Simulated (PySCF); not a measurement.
Species: pyridazine, C4H4N2.
Bonds: C1–C2 (aromatic), C2–C3 (aromatic), C3–N4 (aromatic), N4–N5 (aromatic), N5–C6 (aromatic), C1–C6 (aromatic). Hydrogens: H7 on C1; H8 on C2; H9 on C3; H10 on C6.

NICS = −σ at a ghost point: NICS(0) at the centroid of the ring atoms, NICS(1) 1 Å to either side along the normal of their mean plane, zz for the tensor component along that normal. Level: GIAO PBE0/pcSseg-1 (PySCF, non-relativistic, gas phase) on the GFN2-xTB geometry, one conformer.

Ring bond lengths (Å), with Mayer bond orders in brackets: C1–C2 1.381 (1.47), C2–C3 1.394 (1.34), C3–N4 1.319 (1.51), N4–N5 1.299 (1.32), N5–C6 1.319 (1.51), C6–C1 1.394 (1.34).

Problem. Give the NICS values of each ring in ppm.

Solution. 
| ring | type | NICS(0) | NICS(1), two faces | NICS(1)zz, two faces | rms pucker (Å) | centre to ring atoms, mean (Å) |
| --- | --- | --- | --- | --- | --- | --- |
| C1–C2–C3–N4–N5–C6 | 6-membered ring with 2 N; formal bonds all aromatic | -5.4 | -11.5 / -11.5 | -29.0 / -29.0 | 0.00 | 1.35 |

Problem. What can be read from them?

Solution. 
- C1–C2–C3–N4–N5–C6: mean NICS(1)zz -29.0 ppm, shielded, aromatic by this magnetic criterion (flat ring, no four-coordinate atom). NICS(0) lies 6 ppm above the mean NICS(1).

Problem. What does the geometric index give? HOMA takes Krygowski's 1993 parameters.

Solution. 
- C1–C2–C3–N4–N5–C6: HOMA 0.98; the largest term is that of N5–C6, α(R − Ropt)² = 0.02. The geometric and the magnetic index point the same way.

Problem. What is the mean of the two in-plane components of NICS at the first NICS(1) probe listed for ring C1–C2–C3–N4–N5–C6, 1 Å off the ring?

Solution. The isotropic value is a third of the trace: (3 × -11.5 − (-29.0))/2 = -2.8 ppm.

Problem. What are the shieldings of the ring atoms and their hydrogens in the same run (means over atoms taken as equivalent)?

Solution. 
| atoms | environment | σ isotropic (ppm) | principal values of the symmetric part, first atom (ppm) |
| --- | --- | --- | --- |
| C1 (×2) | aromatic CH carbon | 57.1 | -63.9, 50.5, 184.6 |
| C3 (×2) | aromatic CH next to a ring nitrogen | 31.0 | -100.9, 42.3, 151.6 |
| N4 (×2) | pyridine-type nitrogen | -205.0 | -657.4, -211.8, 254.2 |
| H7 (×2) | aromatic hydrogen | 24.28 | 21.5, 23.0, 28.3 |
| H9 (×2) | aromatic hydrogen | 22.09 | 18.9, 19.8, 27.6 |

Time: 6.7 s of wall time. Hardware: Arm Neoverse V2, one thread, shared host. This is the whole shielding run at PBE0/pcSseg-1, SCF included.
